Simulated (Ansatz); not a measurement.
ClF, the interaction energy of a dimer with the counterpoise correction

With the Ansatz DFT code, driven from Python.

Interactive session:
```pycon
>>> from dataclasses import dataclass
>>> import ansatz as az
>>> @dataclass
... class Settings:
...     basis_set: str = "def2-SVP"
...     functional: str = "PBE0"
...     vdw: str = "d3bj"
...
>>> cfg = Settings()
>>> FIRST = [
...     ("F", (0.853, 0.0, 0.0)),
...     ("Cl", (-0.853, 0.0, 0.0)),
... ]
>>> SECOND = [
...     ("F", (-3.5977, 1.6697, -1.9606)),
...     ("Cl", (-2.3132, 2.5245, -1.2325)),
... ]
>>> def energy(atoms, ghosts=()):
...     molecule = az.Crystal.molecule()
...     for symbol, xyz in atoms:
...         molecule = molecule.atom(symbol, xyz)
...     calc = (
...         molecule.calculation()
...         .basis(gaussian=cfg.basis_set)  # atom-centred Gaussian functions
...         .functional(cfg.functional, dispersion=cfg.vdw)  # exchange and correlation
...     )
...     deck = calc.input()
...     if ghosts:
...         deck = deck.set(az.key.basis.gaussian.ghost_atoms, [{"symbol": s, "position_ang": list(xyz)} for s, xyz in ghosts])
...     return az.Session.from_dict(deck).plan().execute().report["free_energy_ev"]
...
>>> # monomers in their own basis and in the basis of the dimer
>>> both = energy(FIRST + SECOND)

>>> alone = energy(FIRST) + energy(SECOND)
>>> ghosted = energy(FIRST, SECOND) + energy(SECOND, FIRST)
>>> print(f"dimer {both:.6f} eV")
dimer -30448.138952 eV
>>> print(f"interaction, uncorrected   {(both - alone):8.3f} eV")
interaction, uncorrected      0.020 eV
>>> print(f"interaction, counterpoise  {(both - ghosted):8.3f} eV")
interaction, counterpoise     0.066 eV
>>> print(f"basis-set superposition    {(alone - ghosted):8.3f} eV")
basis-set superposition       0.046 eV
```

Uncorrected it is 0.020 eV, with the counterpoise correction 0.066 eV; the difference, 0.05 eV, is the superposition error. In this basis both values are repulsive.

Caveats:
- Total energies depend on the basis set; only differences at equal settings carry meaning.
- The dimer is a generated trial pose of unrelaxed monomers, not a minimum, so the figure is no binding energy, and the basis set is small.
- The whole script took 5.6 s on 1 thread of Arm Neoverse N1, on a shared host, peak memory 0.17 GiB.

(Lines on the test bed's own set-up are left out of the output.)
